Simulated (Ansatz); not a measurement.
Reaction (substitution at a C–C bond): `C=CC#CCF` + `N=CF` → `F/C=N\CF` + `C#CC=C`

Isolated molecules relaxed with PBE0-D4/def2-TZVP in Ansatz; ΔE leaves out vibrations. CCSD(T)/CBS is the MP2 limit (def2-TZVPP, def2-QZVPP) plus CCSD(T) − MP2 in def2-TZVPP, frozen cores. This one scheme is used for every species. Each species was taken in one conformer, which may not be the lowest.

```tsv
species	MP2/def2-QZVPP energy (Eh)
`C=CC#CCF`	-292.83124
`N=CF`	-193.64976
`F/C=N\CF`	-332.03651
`C#CC=C`	-154.43599
```

Work out ΔE.

ΔE = (-332.03651) + (-154.43599) − (-292.83124) − (-193.64976) = 0.00850 Eh = +22.3 kJ/mol. CCSD(T)/CBS gives +19.9 kJ/mol.

Largest T1 diagnostic among the species: 0.013.
